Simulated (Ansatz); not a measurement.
# NHO (triplet): relaxing a cheap start

Aim: relax a generated start of NHO (triplet) and see which bonds hold.

Program: Ansatz 0.2.0, Gaussian basis. Level of theory: UKS PBE0/def2-TZVP. These are calculated values, not measurements.

### 1 The system as given

3 atoms, charge 0, spin multiplicity 3.

Atoms are counted from 1 here; the program's logs count them from 0.

Bond lengths: N1–O2 1.297 Å, O2–H3 0.973 Å. Angles: N1–O2–H3 113.2°.

Geometry (Å):

```xyz
3

N    -0.7231    0.0387   -0.0023
O     0.5679   -0.0825    0.0021
H     1.0337    0.7722   -0.0013
```

The start was built by rule and, where that kept it together, relaxed with GFN2-xTB. Sticks and bond lists go by distance. 

### 2 The run

in.yaml

```yaml
crystal:
  periodic: [false, false, false]
  atoms:
    - {symbol: N, position_ang: [-0.723072, 0.038672, -0.002273]}
    - {symbol: O, position_ang: [0.567894, -0.082502, 0.002069]}
    - {symbol: H, position_ang: [1.033690, 0.772194, -0.001264]}
basis:
  gaussian: {orbitals: def2-TZVP}
magnetization: {spin_polarized: true, initial_magnetization: 2}
hamiltonian: {xc: pbe0}
relax: {f_tol: 0.004, max_steps: 80}
```

Launch:

```
ansatz run in.yaml --threads 1 --pin off --events-out ev --progress --plain --max-ram 1740MiB
```

Before running it: what results should come out? Wanted: energy gained; shift from the start; total energy; dipole moment; ⟨S²⟩.

**Answer**, as computed:

| quantity | value |
| --- | --- |
| steps | 5 |
| energy gained | 0.012 eV |
| shift from the start (rms) | 0.023 Å |
| total energy | -3547.1496 eV |
| dipole moment | 2.28 D |
| ⟨S²⟩ | 2.008 |

What this shows: The bonds of the start are those of the end. N1–O2 went from 1.297 to 1.310 Å. No vibrations were run, so this is a stationary point, not a proven minimum, and this spin need not be the ground state's.
